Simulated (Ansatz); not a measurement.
**LiSi (doublet): wave-function methods side by side at distance Si1–Li2 = 2.193 Å, aug-cc-pVDZ**

The task here is to estimate one member of a computed series from the others.

Program: Ansatz 0.2.0, Gaussian basis. Level of theory: aug-cc-pVDZ, core rule «outside noble gas», up to 6 orbitals frozen. These are calculated values, not measurements.

To be run: UHF; CCSD(T) on ROHF; CCSD(T) on UHF; BCCD(T) on ROHF; CISD as a restricted active space (open shells left free, so some higher excitations enter); CCSDT(Q) on ROHF; CCSDT(Q) on UHF; CASSCF and MRCISD+Q, 3 electrons in 3 orbitals; CASSCF and NEVPT2, 3 electrons in 3 orbitals; Full CI.

68 further runs of the same task are left out: 40 for a known fault of the program, 21 that didn't finish, 7 set aside as unsound or not needed. Runs told in other sessions of the task aren't counted.

### The system

The geometry derives from a PBE0/def2-TZVP stationary point (not a proven minimum). One bond is set to the value named and the two fragments are kept rigid.

2 atoms, charge 0, spin multiplicity 2.

Atoms are counted from 1 here; the program's logs count them from 0.

Bond lengths: Si1–Li2 2.193 Å.

Geometry (Å):

```xyz
2

Si    0.0000    0.0000    0.0000
Li    0.0000    0.0000    2.1930
```

Set-up of the first run:

Contents of in.yaml:

```yaml
crystal:
  periodic: [false, false, false]
  atoms:
    - {symbol: Si, position_ang: [0.000000, 0.000000, 0.000000]}
    - {symbol: Li, position_ang: [0.000000, 0.000000, 2.193000]}
basis:
  gaussian: {orbitals: aug-cc-pVDZ}
magnetization: {spin_polarized: true, initial_magnetization: 1}
hamiltonian: {xc: hf}
output: {orbitals: {seedname: orbitals}}
```

Started as:

```sh
> ansatz run in.yaml --threads 1 --pin off --events-out ev --progress --plain --max-ram 2393MiB
```

Steps of the session up to this table: UHF; CCSD(T) on ROHF; CCSD(T) on UHF; BCCD(T) on ROHF; CISD as a restricted active space (open shells left free, so some higher excitations enter); CCSDT(Q) on ROHF; CCSDT(Q) on UHF; CASSCF and MRCISD+Q, 3 electrons in 3 orbitals; CASSCF and NEVPT2, 3 electrons in 3 orbitals; Full CI.

One of the session's tables, all rows but one given; the rest of the session is left out.

It belongs to the step «Misses and costs». 

```
     method  from FCI (kJ/mol)
       ROHF             +270.2
       RMP2              +79.8
       CISD              +25.8
      RCCSD              +15.0
   RCCSD(T)               +5.3
    BCCD(T)               +5.4
     RCCSDT               +1.1
  RCCSDT(Q)               +0.2
CASSCF pair                  ?
NEVPT2 pair              +72.3
        FCI                  0
```

Estimate the missing values for CASSCF pair.

**Answer.** from FCI (kJ/mol): +226.1. In the column «from FCI (kJ/mol)» it lies between RMP2 (+79.8) and ROHF (+270.2).

Not comparable, so not listed: CASSCF and MRCISD+Q, 3 electrons in 3 orbitals (they don't share determinant, frozen orbitals or solution with the rows shown, or repeat one).

Caveats from the session: Left out of the table: UHF, UMP2, UCCSD, UCCSD(T), UCCSDT, UCCSDT(Q) (another determinant or state than the rows shown). Warnings in the runs' records: passed over end.
